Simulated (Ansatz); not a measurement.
**Mg₂ (triplet): the correlation ladder at distance Mg1–Mg2 = 2.231 Å, aug-cc-pVTZ**

How much of the correlation energy of Mg₂ (triplet) does each wave-function method recover here?

Program: Ansatz 0.2.0, Gaussian basis. Level of theory: aug-cc-pVTZ, core rule «outside noble gas», up to 10 orbitals frozen. These are calculated values, not measurements.

Plan: UHF; CCSD(T) on ROHF; CCSD(T) on UHF; BCCD(T) on ROHF; CCSDT(Q) on ROHF; CCSDT(Q) on UHF; CASSCF and NEVPT2, 4 electrons in 8 orbitals; Full CI.

25 further runs of the same task are left out: 5 for a known fault of the program, 16 that didn't finish, 4 set aside as unsound or not needed.

**1. What is computed**

The geometry derives from a PBE0/def2-TZVP stationary point (not a proven minimum). One bond is set to the value named and the two fragments are kept rigid.

2 atoms, charge 0, spin multiplicity 3.

Atoms are counted from 1 here; the program's logs count them from 0.

Bond lengths: Mg1–Mg2 2.231 Å.

**2. UHF**

Input file in.yaml:

```yaml
crystal:
  periodic: [false, false, false]
  atoms:
    - {symbol: Mg, position_ang: [0.000000, 0.000000, 0.000000]}
    - {symbol: Mg, position_ang: [0.000000, 0.000000, 2.231000]}
basis:
  gaussian: {orbitals: aug-cc-pVTZ}
magnetization: {spin_polarized: true, initial_magnetization: 2}
hamiltonian: {xc: hf}
output: {orbitals: {seedname: orbitals}}
```

Launch:

```
ansatz run in.yaml --threads 1 --pin off --events-out ev --progress --plain --max-ram 2393MiB
```

After this run come: CCSD(T) on ROHF; CCSD(T) on UHF; BCCD(T) on ROHF; CCSDT(Q) on ROHF; CCSDT(Q) on UHF; CASSCF and NEVPT2, 4 electrons in 8 orbitals; Full CI.

Before running them: what should the planned runs give, taken together? Wanted: FCI below the RHF energy; RMP2 from FCI; UMP2 from FCI; RCCSD from FCI; RCCSD(T) from FCI; UCCSD(T) from FCI; RCCSDT(Q) from FCI; UCCSDT(Q) from FCI; NEVPT2 valence from FCI.

The runs gave:

| quantity | value |
| --- | --- |
| FCI below the RHF energy | -1.9252 eV |
| RMP2 from FCI | +490.0 meV |
| UMP2 from FCI | +568.4 meV |
| RCCSD from FCI | +127.8 meV |
| RCCSD(T) from FCI | +32.6 meV |
| UCCSD(T) from FCI | +35.7 meV |
| RCCSDT(Q) from FCI | +1.0 meV |
| UCCSDT(Q) from FCI | +0.5 meV |
| NEVPT2 valence from FCI | +221.2 meV |
| levels within 1 kcal/mol (43 meV) | RCCSD(T), UCCSD(T), BCCD(T), RCCSDT, UCCSDT, RCCSDT(Q), UCCSDT(Q) |
| T1 diagnostic | 0.037 |
| effectively unpaired electrons | 2.09 |

What this shows: RCCSD(T) lands +32.6 meV from the yardstick (1.7 % of the correlation energy). One determinant dominates. These misses are within one basis, not against nature; the frozen cores of restricted and unrestricted runs differ, which can shift their rows.
